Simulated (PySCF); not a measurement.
Compound: ethylhydrazine, C₂H₈N₂.
SMILES: `CCNN`

The calculation used MP2 and CCSD/aug-cc-pVDZ in PySCF, restricted Hartree–Fock reference, 4 core orbitals frozen, non-relativistic, gas phase, PBE0-D3(BJ)/def2-SVP geometry.

E(HF) = -189.27328 Eh.

**Question.** How large is the problem?

**Answer.** 164 basis functions and 34 electrons; 4 orbitals frozen, which leaves o = 13 correlated occupied and v = 147 virtual orbitals. That is o·v = 1911 singles and o·v(o·v + 1)/2 = 1826916 distinct closed-shell doubles amplitudes before symmetry; the costliest CCSD step grows as o²v⁴ = 7.9 × 10^10.

**Question.** What are the MP2 and CCSD correlation energies?

**Answer.** MP2 -0.6681 Eh and CCSD -0.7168 Eh, which gives totals of -189.94140 and -189.99008 Eh. That is 0.750 eV for each correlated electron at CCSD (1882 kJ/mol in all, 0.377 % of the total energy); MP2 gives 93.2 % of the CCSD value.

**Question.** What is the T1 diagnostic?

**Answer.** 0.0107, below the customary warning level of 0.02. It is the norm of the spatial-orbital singles amplitudes over the root of the number of correlated electrons, so the norm is 0.055.

**Question.** How does correlation change the dipole moment?

**Answer.** HF gives 1.72 D and CCSD (unrelaxed density) 1.64 D, a change of -0.08 D.

Connected triples and the basis-set limit are missing.

Shape of the structure used: `[CH3:1][CH2:2][NH:3][NH2:4]`: C1–C2–N3–N4 72°, H–N4–N3–C2 -85°, H–N4–N3–C2 34°.

One conformer stands for the species.
